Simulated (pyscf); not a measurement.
Homolytic dissociation enthalpies at 298 K of Ga–S, Ga–Se, Ga–Te, In–S bonds in 8 gas-phase molecules, in eV. Single points on ωB97X-D3(BJ)/def2-SVP structures (PySCF, gas phase). Correlated levels are frozen-core, on RHF or UHF. ΔMP2 is the change of the MP2 total energy from the triple- to the quadruple-zeta basis. Both columns use the same structures and thermal terms. Rows were drawn at random from the closed-shell molecules with such a bond whose radicals are computed, keep their shape and have no isomer in the data more than 5 kcal/mol lower.

```csv
row,molecule,radicals,PBE/def2-TZVP,CCSD(T)/def2-TZVPP + ΔMP2(QZVPP)
1,H₂Ga–SeH,GaH₂• + SeH•,3.53,?
2,Cl–Ga(Cl)–SeH,[Cl–Ga–Cl]• + SeH•,3.12,3.40
3,H₂Ga–TeH,GaH₂• + TeH•,3.13,3.30
4,F–GaH–SH,[F–GaH]• + SH•,3.61,3.78
5,F–GaH–SeH,[F–GaH]• + SeH•,3.30,3.52
6,H₃C–InH–SH,[H₃C–InH]• + SH•,3.38,3.50
7,HS–InH₂,SH• + InH₂•,3.39,3.48
8,HS–InH–Cl,SH• + [Cl–InH]•,3.12,3.26
```

Task: Fit a line that carries the PBE values to the last column and predict row 1.

Result: In the 7 complete rows the last column lies 0.09 to 0.28 eV from PBE (mean 0.17, median 0.17). Least squares gives y = 0.60 + 0.87·x with residuals of 0.06 eV (root mean square). For row 1: 0.60 + 0.87 × 3.53 = 3.67 eV. The computed value is 3.69 eV, 0.02 over the line. The CCSD(T) − MP2 part came from Ansatz, without density fitting, on the same reference. The frozen core leaves the outer d or s,p core shells of the metals and heavy elements correlated in the MP2 and CC values, and def2-TZVPP describes them poorly, which can shift differences by a few kcal/mol. Left out: the spin-orbit lowering of SH, SeH, TeH, which is large for Br, Se, Te and I. Elements up to Kr have no core potential and no relativistic terms here. Elements past Kr carry the def2 core potentials, without spin-orbit coupling.
